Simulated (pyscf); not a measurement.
Optimised with ωB97X-D3(BJ)/def2-SVP in PySCF.

Task: How much does it cost (ΔH, 298 K, ωB97M-D3(BJ)/def2-TZVP) to split F–Mo(F)(F)(F)(F)–SiH₃ at its Mo–Si bond into [F–Mo(F)(F)(F)–F]• + SiH₃•?

Result: Mo–Si to [F–Mo(F)(F)(F)–F]• + SiH₃•: 0.96 eV. The 7 functionals that were run give +0.91 (M06-2X) to +1.22 eV (ωB97X-D3(BJ)). The radicals are drawn with the spin at the cut bond; how far it spreads was not checked. Open-shell species with a d-block atom are single-reference here; other states, and whether the spin sits on metal or ligand, were not checked. Elements past Kr carry the def2 core potentials, without spin-orbit coupling.
